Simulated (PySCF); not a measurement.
How good is the calculation?

Cartesian coordinates in Å; atom numbers follow the order of the lines, from 1:
```xyz
14

C     1.2604    0.0214   -0.7396
C     0.1549   -0.0699    0.3066
C    -0.8042   -1.2192    0.0166
C    -0.5825    1.2548    0.4679
F     0.7719   -0.3491    1.5318
H     0.8329    0.2341   -1.7150
H     1.9580    0.8131   -0.4768
H     1.8065   -0.9178   -0.7875
H    -1.3102   -1.0515   -0.9296
H    -1.5459   -1.2952    0.8082
H    -0.2570   -2.1576   -0.0340
H     0.1193    2.0431    0.7295
H    -1.0815    1.5176   -0.4601
H    -1.3233    1.1757    1.2600
```

The experiment to reproduce: δ 19F F5 -130.8 ppm (measured; G. Saielli, R. Bini, A. Bagno, Computational 19F NMR. 2. Organic compounds, RSC Adv. 2014, ESI (exp. from Berger-Braun-Kalinowski 1994 and Everett 1995)).
δ 13C C2 93.5; C1/C3/C4 28.3; δ 1H H6/H7/H8/H9/H10/H11/H12/H13/H14 1.34 ppm (measured; solution, not stated per compound (mostly CDCl3 or CCl4); Pretsch, Buehlmann, Badertscher, Structure Determination of Organic Compounds, 4th ed. (2009)).

Computed data (PySCF 2.14.0 with density-fitted response routines): σ from GIAO-PBE0/pcSseg-1, geometry: GFN2-xTB. Non-relativistic Hamiltonian, no solvent, a single conformation, one averaged value for each set of equivalent atoms.

Problem. Set the calculated values beside the experiment.

Solution. 
Reference values: measured (G. Saielli, R. Bini, A. Bagno, Computational 19F NMR. 2. Organic compounds, RSC Adv. 2014, ESI (exp. from Berger-Braun-Kalinowski 1994 and Everett 1995)).
| atoms | quantity | reference | computed | computed, scaled |
| --- | --- | --- | --- | --- |
| F5 | δ 19F vs CFCl3 | -130.8 | -173.6 | -150.3 |

Reference values: measured (solution, not stated per compound (mostly CDCl3 or CCl4); Pretsch, Buehlmann, Badertscher, Structure Determination of Organic Compounds, 4th ed. (2009)).
| atoms | quantity | reference | computed | computed, scaled |
| --- | --- | --- | --- | --- |
| C2 | δ 13C | 93.5 | 94.1 | 89.6 |
| C1/C3/C4 | δ 13C | 28.3 | 30.5 | 27.5 |
| H6/H7/H8/H9/H10/H11/H12/H13/H14 | δ 1H | 1.34 | 1.36 | 1.37 |

Computed shifts are σ(ref) − σ with the named reference compound (TMS for H and C) calculated as an isolated molecule at the same level. The measured values may be among those fitted. Scaled to experiment by linear calibration (H and C: mostly CDCl3 data, vs TMS): 13C (scatter 2.1 ppm rms, 2.3 ppm with the 13 outliers that the fit left out); 1H (scatter 0.17 ppm rms, 0.18 ppm with the 4 outliers that the fit left out); 19F (scatter 6.0 ppm rms, 7.0 ppm with the 5 outliers that the fit left out vs CFCl3, solution or neat liquid, with a term for F on sp3 carbon). Occasional misses reach two or three times the rms, and more in compound classes unlike the fitted ones.

Problem. How far are the unscaled 13C shifts from the references?

Solution. Mean signed difference +1.40 ppm, mean absolute 1.40 ppm over 2 comparisons; the largest is +2.2 ppm at C1/C3/C4 (methyl carbon).
